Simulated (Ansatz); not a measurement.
# Reading a saddle point

A first-order saddle point of C2H5O, doublet, PBE0-D4/def2-TZVP, with one imaginary mode of 1953i cm⁻¹:

| atom | x (Å) | y (Å) | z (Å) |
| --- | --- | --- | --- |
| H1 | -0.9315 | -1.3447 | 0.2162 |
| C2 | 0.0627 | -0.5713 | 0.3370 |
| C3 | 0.1892 | 0.6848 | -0.4489 |
| O4 | -0.9757 | -0.6981 | 1.2321 |
| H5 | 0.9754 | -1.1225 | 0.5828 |
| H6 | 0.5818 | 1.4847 | 0.1922 |
| H7 | -0.7815 | 1.0104 | -0.8263 |
| H8 | 0.8796 | 0.5566 | -1.2850 |

Computed with Ansatz 0.2.0 (basis: def2-TZVPP and def2-QZVPP); correlated methods freeze the cores; orbitals are unrestricted. Extrapolation: Hartree–Fock as exp(−7.88 √X), correlation as X^−2.97.

(1) Which contacts change along the imaginary mode, and what lies on either side? (A judgement: the text doesn't fix the answer.)

(2) Which side is lower, and how far does the saddle lie above each? (Judge from chemistry; the value comes from the calculation.)

No T1 diagnostic of these runs exceeds 0.018. ⟨S²⟩ of the unrestricted Hartree–Fock references: 0.76 to 0.80 (a pure state has 0.75).

## Answers

(1) Computed: The step is C₂H₅O ([CH3][CH2][O]) → C₂H₅O ([CH3][CH][OH]). Shortening one way: H1–O4; lengthening the same way: H1–C2.
```json
{"pair": "H1–O4", "one side (Å)": "1.98", "saddle (Å)": "1.21", "other side (Å)": "0.96"}
{"pair": "H1–C2", "one side (Å)": "1.11", "saddle (Å)": "1.27", "other side (Å)": "1.91"}
```

(2) By the calculation: The side with H1–O4 short is lower by 11.70 kcal/mol; the saddle lies 41.11 kcal/mol above it and 29.41 kcal/mol above the other (CCSD(T) at an estimated basis limit (MP2 extrapolated from triple and quadruple zeta, plus CCSD(T) − MP2 in triple zeta); electronic energies).

Labels in which every atom is bracketed show which atoms are joined, not bond orders.

For scale, one of the runs: CCSD(T)/def2-TZVPP, 163 basis functions (an equivalent command: `ansatz run in.yaml --threads 2`). Hardware: 2 CPU threads, shared host. Wall time 54 s; peak host memory 3.5 GiB.
